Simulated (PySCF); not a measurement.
Input file for PySCF: R-MP2/6-31G* on C2H4O (a complex).

```python
from pyscf import gto, scf, dft, mp
from pyscf.data.elements import chemcore

mol = gto.M(
    atom='''
    C    -1.01633814    0.04293078    0.03362982
    H     0.04953186    0.01255878    0.00903682
    C    -2.22821514    0.07667178    0.06100182
    H    -3.28874814    0.10702378    0.08560282
    O     2.27910186   -0.07301822   -0.05780718
    H     2.84945786   -0.66278722    0.43921982
    H     2.85109786    0.27796978   -0.74318018
    ''',
    basis='6-31g*',
    cart=True,
    charge=0, spin=0, verbose=3, max_memory=1800)
mf = scf.RHF(mol)
mf.conv_tol = 1e-8
mf.max_cycle = 100
mf.kernel()
if not mf.converged:
    mf = mf.newton().run(mf.mo_coeff, mf.mo_occ)
pt = mp.MP2(mf, frozen=chemcore(mol)).run()
```

It printed:

```
converged SCF energy = -152.831672627235
E(RMP2) = -153.269940247566  E_corr = -0.43826762033114
E(SCS-RMP2) = -153.262883901299  E_corr = -0.43121127406431
```

Self-consistency was reached.

Cost: very roughly 0.4 core-seconds.
